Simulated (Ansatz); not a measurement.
## hcp Be

The numbers are results of r²SCAN in Ansatz (PAW), not measurements.

Settings: plane-wave cutoff 500 eV, 30×30×1 k mesh (along the axes of the cell as run), Fermi–Dirac smearing 0.1 eV, scalar-relativistic PAW data made under PBE.

Cell: relaxed at this level.

| Item | Result |
|---|---|
| surface energy of the (0001) face | 1.84 J/m² |
| work function of the (0001) face | 5.38 eV |

The slab of 8 atoms is relaxed and unreconstructed.

The computed numbers hold no vibrational or temperature effects.

The result took about 70 core-seconds (a rough figure).

Ansatz is a first-principles code.
